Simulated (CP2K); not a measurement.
# One shape, several levels: singlet [SiN2H5]+

We compute a comparison of 4 runs (B3LYP/6-31G*, PBE0/TZV2P-MOLOPT-PBE0-GTH, GFN2-xTB, PM6) of singlet [SiN2H5]+. 

The results are computed with CP2K 2026.2.

1 further run of the same task is left out (set aside as unsound or not needed).

**1. The system as given**

[SiN2H5]+: 8 atoms, total charge +1, spin state singlet. SMILES of the parent species: `N[SiH]N`. The coordinates come from a PBE0-D4/def2-TZVP relaxation. This is one conformer, not always the lowest. That shape belongs to the parent species and isn't relaxed for this state.

Bond lengths: N1–Si2 1.713 Å, Si2–N3 1.720 Å, N1–H4 1.008 Å, N1–H5 1.005 Å, Si2–H6 1.504 Å, N3–H7 1.008 Å, N3–H8 1.008 Å. Angles: N1–Si2–N3 106.1°, N1–Si2–H6 117.2°, N3–Si2–H6 103.6°, Si2–N1–H4 122.2°, Si2–N1–H5 121.8°, Si2–N3–H7 120.2°, Si2–N3–H8 119.6°, H4–N1–H5 112.8°, H7–N3–H8 111.5°.

**2. The energy at B3LYP/6-31G(d) (spherical functions) (run 1)**

gas.inp reads:

```
&FORCE_EVAL
 METHOD QUICKSTEP
 &DFT
  BASIS_SET_FILE_NAME ./6_31gs.basis
  POTENTIAL_FILE_NAME POTENTIAL
  CHARGE 1
  # Quickstep
  &QS
   METHOD GAPW
   EPS_DEFAULT 1.0E-10
  &END
  # plane-wave cutoff in Ry
  &MGRID
   CUTOFF 280
   REL_CUTOFF 50
   NGRIDS 4
  &END
  # isolated system
  &POISSON
   PERIODIC NONE
   POISSON_SOLVER WAVELET
  &END
  # self-consistent field
  &SCF
   SCF_GUESS ATOMIC
   EPS_SCF 1.0E-07
   MAX_SCF 80
   ADDED_MOS 5
   &DIAGONALIZATION
    ALGORITHM STANDARD
   &END
   &MIXING
    METHOD DIRECT_P_MIXING
    ALPHA 0.4
   &END
  &END
  # functional
  &XC
   &XC_FUNCTIONAL
    &HYB_GGA_XC_B3LYP
    &END
   &END
   &HF
    FRACTION 0.2
    &SCREENING
     EPS_SCHWARZ 1.0E-10
    &END
    &MEMORY
     MAX_MEMORY 1050
    &END
   &END
  &END
  # extra output
  &PRINT
   &MOMENTS
    PERIODIC F
    REFERENCE COM
    MAX_MOMENT 1
   &END
   &MO ON
    ENERGIES T
    OCCUPATION_NUMBERS T
    NDIGITS 6
    &EACH
     QS_SCF 0
    &END
    ADD_LAST NUMERIC
   &END
   &LOWDIN ON
   &END
   &HIRSHFELD OFF
   &END
  &END
 &END
 # atoms, cell and kinds
 &SUBSYS
  # vacuum box
  &CELL
   ABC 13.3 13.3 13.3
   PERIODIC NONE
  &END
  &COORD
   UNIT bohr
   N     -1.9407487     1.1755986    -1.4518766
   Si     0.9972085     1.0958522    -0.0958091
   N      1.4919388    -1.9891257     0.8033226
   H     -3.4353331     0.2730654    -0.6889941
   H     -2.4502189     2.5499964    -2.6584667
   H      1.3537998     2.5588781     2.3151035
   H      1.3810119    -3.3901687    -0.4822581
   H      2.7758187    -2.3819998     2.1533429
  &END
  &TOPOLOGY
   &CENTER_COORDINATES
   &END
  &END
  &KIND N
   BASIS_SET 6-31Gs
   POTENTIAL ALL
   LEBEDEV_GRID 194
   RADIAL_GRID 100
  &END
  &KIND Si
   BASIS_SET 6-31Gs
   POTENTIAL ALL
   LEBEDEV_GRID 194
   RADIAL_GRID 100
  &END
  &KIND H
   BASIS_SET 6-31Gs
   POTENTIAL ALL
   LEBEDEV_GRID 194
   RADIAL_GRID 100
  &END
 &END
&END

&GLOBAL
 PROJECT gas
 RUN_TYPE ENERGY
 PRINT_LEVEL MEDIUM
&END
```

Started as:

```sh
OMP_NUM_THREADS=1 cp2k.psmp -i gas.inp > gas.out 2>&1
```

What it wrote:

```text
CP2K| version string:                                       CP2K version 2026.2
[...]
 GLOBAL| Method name                                                        CP2K
[...]
 GLOBAL| Run type                                                         ENERGY
[...]
 DFT| Spin restricted Kohn-Sham (RKS) calculation                            RKS
 DFT| Multiplicity                                                             1
[...]
 DFT| Charge                                                                   1
[...]
 FUNCTIONAL| HYB_GGA_XC_B3LYP:
[...]
 QS| Method:                                                                GAPW
[...]
 QS| Density cutoff [a.u.]:                                                140.0
[...]
 QS| Relative density cutoff [a.u.]:                                        25.0
[...]
                             - Atoms:                                          8
[...]
                             - Spherical basis functions:                     56
[...]
 Number of electrons:                                                         32
[...]
     1 P_Mix/Diag. 0.40E+00   13.3     0.49564623      -395.0100875799 -3.95E+02
[...]
    20 DIIS/Diag.  0.26E-07    5.6     7.7898E-09      -401.7333190251  1.71E-13
  *** SCF run converged in    20 steps ***
[...]
  Overlap energy of the core charge distribution:               0.00000097771026
  Self energy of the core charge distribution:               -228.31193052544373
  Core Hamiltonian energy:                                   -174.13778541759314
  Hartree energy:                                              70.05961892645398
  Exchange-correlation energy:                                -10.10810187970570
  Hartree-Fock Exchange energy:                                -7.01743659868090
[...]
 ENERGY| Total FORCE_EVAL ( QS ) energy [hartree]           -401.733319025066976
[...]
```

Run time: 2 min. Hardware: 1 thread of Intel Xeon at 2.70GHz, shared host; peak memory 1 GiB.

**3. The energy at PBE0/TZV2P-MOLOPT-PBE0-GTH (core potential) (run 2)**

molecule.xyz reads:

```xyz
8

N     -1.027000     0.622100    -0.768300
Si     0.527700     0.579900    -0.050700
N      0.789500    -1.052600     0.425100
H     -1.817900     0.144500    -0.364600
H     -1.296600     1.349400    -1.406800
H      0.716400     1.354100     1.225100
H      0.730800    -1.794000    -0.255200
H      1.468900    -1.260500     1.139500
```

gas.inp reads:

```
&global
  project gas
  run_type ENERGY
  print_level MEDIUM
&end
&force_eval
  method QUICKSTEP
  &dft
    basis_set_file_name BASIS_MOLOPT_UZH
    basis_set_file_name BASIS_ADMM_UZH
    potential_file_name POTENTIAL_UZH
    charge 1
    &qs
      method GPW
      eps_default 1.0E-10
    &end
    # real-space grids
    &mgrid
      cutoff 400
      rel_cutoff 50
      ngrids 4
    &end
    &poisson
      periodic NONE
      poisson_solver WAVELET
    &end
    # self-consistent field
    &scf
      scf_guess ATOMIC
      eps_scf 1.0E-06
      max_scf 100
      added_mos 10
      &diagonalization
        algorithm STANDARD
      &end
      &mixing
        method DIRECT_P_MIXING
        alpha 0.4
      &end
    &end
    &xc
      &xc_functional
        &pbe
          scale_x 0.75
          scale_c 1.0
        &end
      &end
      # exact exchange
      &hf
        fraction 0.25
        &screening
          eps_schwarz 1.0E-09
        &end
        &memory
          max_memory 1050
        &end
      &end
    &end
    &auxiliary_density_matrix_method
      admm_type ADMMS
      exch_correction_func PBEX
    &end
    # extra output
    &print
      &moments
        periodic F
        reference COM
        max_moment 1
      &end
      &mo ON
        energies T
        occupation_numbers T
        ndigits 6
        &each
          qs_scf 0
        &end
        add_last NUMERIC
      &end
      &hirshfeld OFF
      &end
    &end
  &end
  # structure
  &subsys
    # vacuum box
    &cell
      abc 13.3 13.3 13.3
      periodic NONE
    &end
    &topology
      coord_file_name molecule.xyz
      coord_file_format XYZ
      &center_coordinates
      &end
    &end
    &kind N
      basis_set ORB TZV2P-MOLOPT-PBE0-GTH-q5
      basis_set AUX_FIT admm-tzp-q5
      potential GTH-PBE0-q5
    &end
    &kind Si
      basis_set ORB TZV2P-MOLOPT-PBE0-GTH-q4
      basis_set AUX_FIT admm-tzp-q4
      potential GTH-PBE0-q4
    &end
    &kind H
      basis_set ORB TZV2P-MOLOPT-PBE0-GTH-q1
      basis_set AUX_FIT admm-tzp-q1
      potential GTH-PBE0-q1
    &end
  &end
&end
```

Started as:

```sh
OMP_NUM_THREADS=1 cp2k.psmp -i gas.inp -o gas.out
```

What it wrote:

```text
CP2K| version string:                                       CP2K version 2026.2
[...]
 GLOBAL| Method name                                                        CP2K
[...]
 GLOBAL| Run type                                                         ENERGY
[...]
 DFT| Spin restricted Kohn-Sham (RKS) calculation                            RKS
 DFT| Multiplicity                                                             1
[...]
 DFT| Charge                                                                   1
[...]
 FUNCTIONAL| PBE:
 QS| Method:                                                                 GPW
[...]
 QS| Density cutoff [a.u.]:                                                200.0
[...]
 QS| Relative density cutoff [a.u.]:                                        25.0
[...]
                             - Atoms:                                          8
[...]
                             - Spherical basis functions:                    157
[...]
 Number of electrons:                                                         18
[...]
     1 P_Mix/Diag. 0.40E+00   15.0     2.62840796       -24.0878996098 -2.41E+01
[...]
  *** SCF run converged in    15 steps ***
[...]
  Overlap energy of the core charge distribution:               0.00000048254015
  Self energy of the core charge distribution:                -66.81068455516299
  Core Hamiltonian energy:                                     19.04227411636528
  Hartree energy:                                              29.04038281428251
  Exchange-correlation energy:                                 -5.99444003765232
  Hartree-Fock Exchange energy:                                -1.79111399829863
  Total energy:                                               -26.51358117792601
[...]
 ENERGY| Total FORCE_EVAL ( QS ) energy [hartree]            -26.513581177926007
[...]
```

Run time: 3.3 min. Hardware: 1 thread of Intel Xeon at 2.70GHz, shared host; peak memory 1.8 GiB.

Run 3 isn't shown in full; the table further down has it.

**4. A single-point energy at PM6 (run 4)**

job.inp reads:

```
&global
    project_name job
    run_type ENERGY
    print_level MEDIUM
&end global

&force_eval
    method QS
    &dft
        charge 1
        multiplicity 1
        &qs
            method PM6
            eps_default 1.0E-10
            &se
                &coulomb
                    cutoff [angstrom] 50
                    rc_range [angstrom] 0
                &end coulomb
                &exchange
                    cutoff [angstrom] 50
                    rc_range [angstrom] 0
                &end exchange
            &end se
        &end qs
        &poisson
            periodic NONE
            poisson_solver ANALYTIC
        &end poisson
        &scf
            scf_guess ATOMIC
            eps_scf 1.0E-06
            max_scf 40
            &ot ON
                minimizer DIIS
                preconditioner FULL_ALL
            &end ot
            &outer_scf
                eps_scf 1.0E-06
                max_scf 10
            &end outer_scf
        &end scf
        &print
            &moments
                periodic F
                reference COM
                max_moment 1
            &end moments
            &mo_cubes
                nlumo 3
                nhomo -1
                write_cube F
            &end mo_cubes
            &hirshfeld OFF
            &end hirshfeld
        &end print
    &end dft
    &subsys
        &cell
            abc [angstrom] 13.3 13.1 12.6
            periodic NONE
        &end cell
        &coord
            N     -1.027000     0.622100    -0.768300
            Si     0.527700     0.579900    -0.050700
            N      0.789500    -1.052600     0.425100
            H     -1.817900     0.144500    -0.364600
            H     -1.296600     1.349400    -1.406800
            H      0.716400     1.354100     1.225100
            H      0.730800    -1.794000    -0.255200
            H      1.468900    -1.260500     1.139500
        &end coord
        &topology
            &center_coordinates
            &end center_coordinates
        &end topology
    &end subsys
&end force_eval
```

Started as:

```sh
OMP_NUM_THREADS=1 cp2k.psmp job.inp > job.out
```

What it wrote:

```text
CP2K| version string:                                       CP2K version 2026.2
[...]
 GLOBAL| Method name                                                        CP2K
[...]
 GLOBAL| Run type                                                         ENERGY
[...]
                             - Atoms:                                          8
[...]
                             - Spherical basis functions:                     22
[...]
 Number of electrons:                                                         18
[...]
     1 OT DIIS     0.15E+00    0.0     0.39634132       -13.9875739861 -1.40E+01
[...]
     6 OT DIIS     0.15E+00    0.0     0.00000072       -18.1250243488 -2.99E-10
  *** SCF run converged in     6 steps ***
  Core-core repulsion energy [eV]:                            858.16503792809760
  Core Hamiltonian energy [eV]:                              -786.27097893783275
  Two-electron integral energy [eV]:                        -1130.20210790747342
  Electronic energy [eV]:                                   -1351.37203289156969
  Total energy [eV]:                                         -493.20699496347180
  Atomic reference energy [eV]:                               500.36325006809994
  Heat of formation [kcal/mol]:                               165.02717621262011
[...]
 SE_DIPOLE| Moment [Debye]         -2.17491601      -1.44351460       1.30561565
 SE_DIPOLE| Derivative [a.u.]       0.00000000       0.00000000       0.00000000
 *** WARNING in qs_scf_post_se.F:140 :: Printing of MO cube files not ***
 *** implemented for Semi-Empirical method.                           ***
 ENERGY| Total FORCE_EVAL ( QS ) energy [hartree]            -18.125024348757581
[...]
```

It took 2.1 s on 1 thread of Intel Xeon at 2.70GHz, shared host; peak memory 0.19 GiB.

**5. All runs side by side**

| run | level | core potential | scheme | energy (Eh) | HOMO energy (eV) | LUMO energy (eV) | HOMO–LUMO gap (eV) | wall time |
| --- | --- | --- | --- | --- | --- | --- | --- | --- |
| 1 | B3LYP/6-31G* (spherical functions) | none | GAPW | -401.733319 | -13.03 | -9.48 | 3.56 | 2 min |
| 2 | PBE0/TZV2P-MOLOPT-PBE0-GTH (core potential) | GTH-PBE0 | GPW | -26.513581 | -13.50 | -9.41 | 4.10 | 3.3 min |
| 3 | GFN2-xTB | – | – | -9.703012 | -16.44 | -13.56 | 2.88 | 1.3 s |
| 4 | PM6 | – | – | -18.125024 | – | – | – | 2.1 s |

**6. Outcome**

| quantity | value |
| --- | --- |
| run 4: total energy | -18.12502 Eh |
| run 4: heat of formation | 165.0 kcal/mol |

What this shows: Over runs 1, 2, 3 the HOMO–LUMO gap runs from 2.88 eV (GFN2-xTB) to 4.10 eV (PBE0/TZV2P-MOLOPT-PBE0-GTH). The two ends differ in method and basis and Hamiltonian and core potential. Totals of different functionals can't be ranked against each other. Some runs of one species differ in core potentials or relativity; totals across that change don't compare. Force-field and semi-empirical energies have zeros of their own, so their totals don't compare. All runs together took 5.4 min, the longest 3.3 min.
